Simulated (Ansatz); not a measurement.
## Lattice constant a of some fcc solids

Method: revPBE (plane waves, PAW; Ansatz, a program for electronic structure). References are measured values corrected to a static lattice. The table is a random draw of 6 from 11 solids with such references.

Values in Å.

| solid | reference | revPBE | error (%) |
|---|---|---|---|
| fcc Al | 4.018 | 4.059 | +1.02 |
| fcc Rh | 3.794 | 3.847 | +1.40 |
| fcc Au | 4.062 | 4.187 | +3.08 |
| fcc Pt | 3.913 | ? | ? |
| fcc Pb | 4.902¶ | 5.088 | +3.79 |
| fcc Pd | 3.876 | 3.969 | +2.40 |

Question: Estimate the withheld revPBE value.

Answer: The errors of the other rows run from +1.02 % to +3.79 %, with a median of +2.40 %; carried to the reference 3.913 it gives 4.007 Å. The run gives 3.986 Å (+1.87 %), -0.52 % from the estimate; the row was drawn at random, and such an estimate is rough. Over these 6 solids the mean error is +2.26 %, the mean absolute error 2.26 % (median 2.13 %), and the worst case fcc Pb at +3.79 %; the value is above the reference in 6 of 6 cases. Over all 11, from unrounded values, the mean error is +1.98 % and the mean absolute error 1.98 % (median 1.81 %).

All these references are brought to a static lattice.

Spin–orbit coupling is left out, also for the solids with elements from indium on (fcc Au, fcc Pt, fcc Pb); its size isn't shown.

¶ marks references of a special kind: fcc Pb, 4.902 Å (measured, low-temperature or extrapolated to 0 K; zero-point anharmonic expansion removed, our sources range from 4.902 to 4.912; as tabulated in Csonka et al. (2009), arXiv:0903.4037).

Differences are worked out from the printed values.

Ansatz's density-functional and Hartree–Fock values are scalar-relativistic unless marked +SOC, with PAW data made under PBE.

Ansatz's runs of these crystals have no spin polarisation.

Not in this set, of the fcc solids with a reference value in our tables and a result at some level: 1 for no value at revPBE (not run, a failed fit, an unstable or unbound cell, or a value held back for tests). These can be a level's best or worst cases. At least 1 more with a reference value is held back for tests. Solids without a released value at any level aren't counted. Layered and molecular crystals are counted apart. The metals Ce to Yb are counted apart.

References as tabulated in Mejia-Rodriguez and Trickey (2018), arXiv:1807.09216; Csonka et al. (2009), arXiv:0903.4037.
